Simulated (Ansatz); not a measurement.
Process, species as SMILES: [OH] (OH) → OH+ (triplet, bonded as [OH]) + e-
B3LYP-D3(BJ)/def2-TZVP geometries, fixed; electronic energies without zero-point terms.
Largest species:
```
O
H 1 0.9767
```
Charge 0, spin multiplicity 2.

Basis-set convergence of the adiabatic ionisation energy at MP2 with Ansatz (a quantum-chemistry and plane-wave program). Cartesian d functions, on some or all atoms, in 6-31G*, 6-31G**; all else is spherical. Cores are frozen. Open shells are unrestricted. No added dispersion term, no relativity. Functions are those of the species that has most. Reference: Hartree-Fock in aug-cc-pV5Z plus the correlation part extrapolated as X^-3 from aug-cc-pVQZ and aug-cc-pV5Z, 13.128 eV, itself unsure by roughly 0.014 eV (a third of the extrapolation step and of the last Hartree-Fock step). Deviations are taken from unrounded values.

```tsv
basis	functions	adiabatic ionisation energy (eV)	minus reference (eV)
STO-3G	6	8.698	-4.430
6-31G	11	12.182	-0.946
6-31G*	17	12.389	-0.739
6-31G**	20	12.448	-0.680
6-311G**	24	12.477	-0.651
aug-cc-pVDZ	32	12.758	-0.370
aug-pcseg-1	32	12.799	-0.329
def2-TZVP	37	12.815	-0.313
def2-TZVPP	45	12.866	-0.262
6-311++G(3df,3pd)	57	12.959	-0.169
def2-QZVPP	87	13.010	-0.118
aug-pcseg-3	134	13.032	-0.096
cc-pV5Z	146	13.066	-0.062
```
